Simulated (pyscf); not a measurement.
Single points on ωB97X-D3(BJ)/def2-SVP structures (PySCF, gas phase).

Task: For O=Nb(F)(F)–F + H₂O → HO–Nb(OH)(F)(F)–F, an addition across a multiple bond or ene-type step (singlet surface; H–O broken, H–O, Nb–O formed), PBE/def2-TZVP gives ΔE‡ = 7.2 kcal/mol and ΔE = -12.0 kcal/mol (zero: the separated reactants). In which direction and how far do r²SCAN/def2-TZVP, B3LYP-D3(BJ)/def2-TZVP, ωB97M-D3(BJ)/def2-TZVP move these?

Result: r²SCAN: ΔE‡ = 4.9 kcal/mol, ΔE = -17.0 kcal/mol; B3LYP-D3(BJ): ΔE‡ = 8.8 kcal/mol, ΔE = -14.9 kcal/mol; ωB97M-D3(BJ): ΔE‡ = 9.9 kcal/mol, ΔE = -13.5 kcal/mol. PBE's barrier lies among them. Its reaction energy lies over all of them, by 1.5 to 5.0 kcal/mol. On the reactant side the descent ends in an adduct with a Nb–O contact, 20.1 kcal/mol under the separated species and 28.6 kcal/mol under the saddle at ωB97X-D3(BJ)/def2-TZVP. What is counted as formed (Nb–O) is already present as a longer contact in the reactant adduct; forming that adduct is a step of its own. At the saddle there is also a short H–Nb contact that neither side keeps. This is the saddle that the search found; another between the same sides may lie lower. Elements past Kr carry the def2 core potentials, without spin-orbit coupling.
